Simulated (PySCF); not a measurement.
**SO2OH: relaxation and vibrations of the doublet**

Aim: relax SO2OH as a doublet from a trigonal pyramidal start, check by its vibrations whether the end is a minimum, and collect its spectrum and constants.

Program: PySCF 2.14.0. Level of theory: PBE0, basis S def2-TZVP, O def2-TZVP, H def2-TZVP, no relativity, density fitting. These are calculated values, not measurements.

## (1) Starting geometry

5 atoms, charge 0, spin multiplicity 2.

Bond lengths: S1–O2 1.510 Å, S1–O3 1.510 Å, S1–O4 1.660 Å, O4–H5 0.960 Å. Angles: O2–S1–O3 99.8°, O2–S1–O4 99.8°, O3–S1–O4 99.8°, S1–O4–H5 130.0°.

Coordinates in bohr (charge 0 multiplicity 2):
```
S     0.0000    0.0000    0.0000
O     2.5196    0.0000    1.3396
O    -1.2597    2.1819    1.3396
O    -1.3848   -2.3986    1.4727
H    -3.1031   -2.5955    2.0201
```

## (2) Finding the electronic state

The steps below are one call of a driver around PySCF. For each, scf.py gives the equivalent set-up of the SCF; relaxations use the driver's own optimiser. After this first run the driver tries any further starts and a stability analysis.

scf.py

```python
from pyscf import gto, scf, dft
mol = gto.M(atom='''
S      0.000000     0.000000     0.000000
O      1.333300     0.000000     0.708900
O     -0.666600     1.154600     0.708900
O     -0.732800    -1.269300     0.779300
H     -1.642100    -1.373500     1.069000''',
    basis={'S': 'def2-TZVP', 'O': 'def2-TZVP', 'H': 'def2-TZVP'},
    charge=0, spin=1)
mf = dft.UKS(mol, xc='PBE0')
mf.grids.atom_grid = (50, 194)
aux = {'S': 'def2-universal-JKFIT', 'O': 'def2-universal-JKFIT', 'H': 'def2-universal-JKFIT'}
mf = mf.density_fit(auxbasis=aux)
mf.conv_tol = 1e-08
mf.diis_space = 10
mf.max_cycle = 60
mf.init_guess = 'minao'
mf.verbose = 4
mf.kernel()
```

Command:

```
$ OMP_NUM_THREADS=4 python axn.py task.json out
```

After this run come: Trigonal pyramidal start, doublet: relaxation; Frequencies.

**Question.** What will these runs give? Wanted: minimum; geometry; wavenumbers; dipole moment; highest occupied, lowest empty level; polar-tensor charge of S1; zero-point energy; atomisation energy; ⟨S²⟩.

**Answer**, as computed:

| quantity | value |
| --- | --- |
| minimum | doublet, C1 |
| geometry | O–H 0.969 Å, S–O 1.434 Å, S–O 1.442 Å, S–O 1.609 Å; H–O–S 108.1°, O–S–O 105.8°, O–S–O 108.1°, O–S–O 123.0° |
| wavenumbers (cm⁻¹) | 301 (a), 432 (a), 440 (a), 546 (a), 807 (a), 1112 (a), 1146 (a), 1366 (a), 3788 (a) |
| dipole moment | 2.84 D |
| highest occupied, lowest empty level (either spin) | -8.23, -4.24 eV |
| polar-tensor charge of S1 | +1.49 e |
| zero-point energy | 59.4 kJ/mol |
| entropy at 298.15 K | 287.1 J/(mol K) |
| atomisation energy (no zero-point energy) | 1639 kJ/mol |
| ⟨S²⟩ | 0.755 |

The trigonal pyramidal start ends in a minimum without symmetry. In the infrared the band at 1366 cm⁻¹ (a) leads. Other starts or spin states, not run here, may lie lower.
